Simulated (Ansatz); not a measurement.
## Ta₂N₃: from a trial structure to a relaxed crystal

All numbers below come from DFT r2SCAN, scalar-relativistic, plane waves, PAW in Ansatz. Cutoff 500 eV, Γ-centred k mesh, Gaussian smearing, no spin polarisation in the final step.

Ta₂N₃ was placed on the A-type sesquioxide structure type (P-3m1, No. 164), with Ta in place of La, N in place of O, at a guessed volume.

```
Ta N
1.0
     3.32409    0.00000    0.00000
    -1.66205    2.87875    0.00000
     0.00000    0.00000    5.17175
Ta N
2 3
Direct
  0.33333 0.66667 0.24500
  0.66667 0.33333 0.75500
  0.00000 0.00000 0.00000
  0.33333 0.66667 0.64500
  0.66667 0.33333 0.35500
```

Steps on the 6×6×4 mesh (5 atoms). 5 of 7 steps are shown, and the free energy counts from the last. Trial steps that were taken back and renewals of the plane-wave basis can be among the rows.

```tsv
step	ΔF (meV/atom)	V (Å³/atom)	P (GPa)	largest force component (eV/Å)
1	66.0	9.90	26.37	0.558
2	8.2	10.97	-5.45	0.393
3	0.8	10.73	-0.71	0.135
4	0.5	10.69	0.15	0.058
7	0.0	10.70	0.01	0.003
```

A final relaxation ran on a 12×12×8 mesh. The relaxed crystal, P-3m1 (No. 164):

Space group P-3m1 (No. 164). a = 3.392 Å, b = 3.392 Å, c = 5.370 Å, α = 90.00°, β = 90.00°, γ = 120.00°
```json
{"atom": "Ta", "site": "2d", "symmetry": "3m.", "x": "0.3333", "y": "0.6667", "z": "0.2508"}
{"atom": "N", "site": "1a", "symmetry": "-3m.", "x": "0.0000", "y": "0.0000", "z": "0.0000"}
{"atom": "N", "site": "2d", "symmetry": "3m.", "x": "0.3333", "y": "0.6667", "z": "0.6487"}
```

| Property | Result |
| --- | --- |
| Volume per atom | 10.70 Å³ |
| Density | 12.53 g/cm³ |
| Energy over the elements | -0.98 eV/atom |
| Gap on the 12×12×8 mesh | 0 eV (a metal) |

Formation energies are uncorrected and refer to the elements' standard structures at the same level (N₂ as a molecule).

The final run used a 12×12×8 mesh on its 5-atom cell and 0.10 eV smearing. For metals, differences of a few meV/atom aren't resolved. Spin–orbit coupling is left out.

Symmetry constrained the relaxation, so the result can be a saddle point.

Cost: 3 runs of about 1.5 core-minutes in all, on Intel Xeon 6975P-C (Granite Rapids) (shared hosts).